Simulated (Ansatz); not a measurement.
Born–Oppenheimer molecular dynamics of CH3OSi (6 atoms, charge 0, multiplicity 2). It starts from a relaxed structure.

Computed with Ansatz 0.2.0, UKS PBE/cc-pVDZ.

```
ensemble             : NVT, Langevin thermostat
time step            : 0.5 fs
steps asked          : 150
set temperature      : 700 K
friction             : 0.005 /fs
temperature schedule : 37 steps to 700 K, then 113 steps to 2100 K
seed                 : 360241
```

First frame:

```xyz
6
Properties=species:S:1:pos:R:3
O -0.502 -1.597 0.948
C -0.214 -0.961 -0.059
Si 0.563 0.798 0.018
H -0.379 -1.393 -1.094
H 0.197 1.675 -1.160
H 0.336 1.478 1.347
```

Task: How far do the bonds stretch over the last three quarters of this one trajectory? (Pairs bonded in most of those frames.)

Result: 
```tsv
bond	mean (Å)	spread (Å)	shortest	longest
O1–C2	1.223	0.017	1.19	1.26
C2–Si3	1.918	0.053	1.86	2.02
C2–H4	1.146	0.031	1.09	1.19
Si3–H5	1.523	0.033	1.47	1.58
Si3–H6	1.525	0.057	1.41	1.65
```

Mean temperature of the second half: 338 K. The schedule's set-point averaged 1635 K over the second half and the system 338 K, so it lags behind the ramp. A run of 0.075 ps of so small a system gives no equilibrium averages.

The run took 4.6 min on 1 thread of Arm Neoverse V2 (shared host), peak memory 0.22 GiB.
